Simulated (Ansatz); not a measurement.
FH2MgN, SMILES [NH2][Mg][F], vertical and adiabatic energies of changing the electron count

Run with the Ansatz DFT code, driven from Python.

The script, `fh2mgn_adiabatic.py`:
```python
"""Vertical and adiabatic ionisation of FH2MgN."""

import itertools

import ansatz
from ase.data import atomic_numbers, covalent_radii
import numpy as np

params = {
    "basis": "def2-SVP",
    "xc": "r2scan",
    "charge": 1,
}


def main() -> None:
    mol = (
        ansatz.Crystal.molecule()
        .atom("N", (-0.8703, 0.6118, 0.0032))
        .atom("Mg", (0.581, -0.7489, 0.3175))
        .atom("F", (1.969, -2.0666, 0.6126))
        .atom("H", (-0.3933, 1.608, 0.0376))
        .atom("H", (-1.2366, 0.5221, -1.0123))
    )

    job = (
        mol.calculation()
        .basis(gaussian=params["basis"])
        .functional(params["xc"])
    )
    symbols = [site.symbol for site in mol.cartesian_sites]
    start = np.array([site.position_ang for site in mol.cartesian_sites], dtype=float)
    r = job.relax(force_tolerance=0.01).run().report
    end = np.array(r["positions_ang"])

    minimum = ansatz.Crystal.molecule()
    for symbol, place in zip(symbols, end):
        minimum = minimum.atom(symbol, place.tolist())
    ion = minimum.calculation()
    ion = ion.basis(gaussian=params["basis"]).functional(params["xc"])
    ion = ion.charge(params["charge"])
    ion = ion.spin("collinear", total=1)
    vertical = ion.run().report
    settled = ion.relax(force_tolerance=0.01, max_steps=80).run().report
    print(f"vertical ionisation energy   {vertical['free_energy_ev'] - r['free_energy_ev']:.3f} eV")
    print(f"adiabatic, no zero point     {settled['free_energy_ev'] - r['free_energy_ev']:.3f} eV")
    print(f"relaxation energy of the ion {vertical['free_energy_ev'] - settled['free_energy_ev']:.3f} eV")
    ionised = np.array(settled["positions_ang"])
    # pairs closer than 1.2 times the sum of covalent radii, before or after
    radius = [covalent_radii[atomic_numbers[s]] for s in symbols]
    span = lambda where, i, j: np.linalg.norm(where[i] - where[j])
    bonded = [(i, j) for i, j in itertools.combinations(range(len(symbols)), 2) if min(span(end, i, j), span(ionised, i, j)) < 1.2 * (radius[i] + radius[j])]
    print("pair        before    after (A)")
    for i, j in bonded:
        print(f"{symbols[i]}{i}-{symbols[j]}{j}".ljust(10), f"{span(end, i, j):8.4f} {span(ionised, i, j):8.4f}")


if __name__ == "__main__":
    main()
```

```console
$ python fh2mgn_adiabatic.py
vertical ionisation energy   9.028 eV
adiabatic, no zero point     8.755 eV
relaxation energy of the ion 0.273 eV
pair        before    after (A)
N0-Mg1       1.8837   2.1053
N0-H3        1.0176   1.0339
N0-H4        1.0176   1.0339
Mg1-F2       1.7661   1.7345
```

The energies are electronic: no zero-point or thermal terms, and the basis set is short of its limit. The product may relax into another structure. Each relaxation finds its nearest minimum, which needn't be the lowest. The whole script took 56 s on 1 thread of Arm Neoverse V2, with other jobs on the host, peak memory 0.26 GiB.
